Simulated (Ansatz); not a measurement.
# AlH4SSi: the cost of one run

Program: Ansatz 0.2.0. Level of theory: UKS B3LYP/6-31G*. These are calculated values, not measurements.

## (1) The system as given

Bond lengths: Al1–S2 2.201 Å, S2–Si3 2.163 Å, Al1–H4 1.580 Å, Si3–H5 1.457 Å, Si3–H6 1.454 Å, Si3–H7 1.455 Å. Angles: Al1–S2–Si3 124.5°, S2–Al1–H4 125.1°, S2–Si3–H5 109.0°, S2–Si3–H6 102.6°, S2–Si3–H7 106.0°, H5–Si3–H6 112.9°, H5–Si3–H7 112.4°, H6–Si3–H7 113.1°.

As a file:

```xyz
7

Al   -1.8575   -1.8405    0.0515
S    -0.3553   -0.6392    1.1215
Si    0.9015    0.8582    0.1965
H    -2.1139   -1.7944   -1.5065
H     0.2017    1.4245   -0.9489
H     1.0968    1.8181    1.2716
H     2.1267    0.1734   -0.1857
```

## (2) Relaxing end A

File input.yaml:

```yaml
crystal:
  periodic: [false, false, false]
  atoms:
    - { symbol: Al, position_ang: [-1.85753, -1.84054, 0.05145] }
    - { symbol: S, position_ang: [-0.35532, -0.6392, 1.12147] }
    - { symbol: Si, position_ang: [0.90148, 0.85817, 0.19653] }
    - { symbol: H, position_ang: [-2.11393, -1.7944, -1.50651] }
    - { symbol: H, position_ang: [0.2017, 1.42446, -0.94886] }
    - { symbol: H, position_ang: [1.09684, 1.81806, 1.2716] }
    - { symbol: H, position_ang: [2.12675, 0.17345, -0.18567] }
magnetization:
  spin_polarized: true
  initial_magnetization: 1
basis:
  gaussian: { orbitals: "6-31G*" }
hamiltonian:
  xc: b3lyp
relax:
  f_tol: 0.02
  max_steps: 50
output:
  orbitals: {}
```

On the command line:

```console
$ ansatz run input.yaml --threads 2 --pin off --max-ram 3072MiB --backend cpu --events-out ev --progress --plain --runs-dir out
```

Q: Estimate wall time and peak memory on 2 threads of Arm Neoverse V2, shared host.

About 32 s, with a peak of 0.17 GiB.
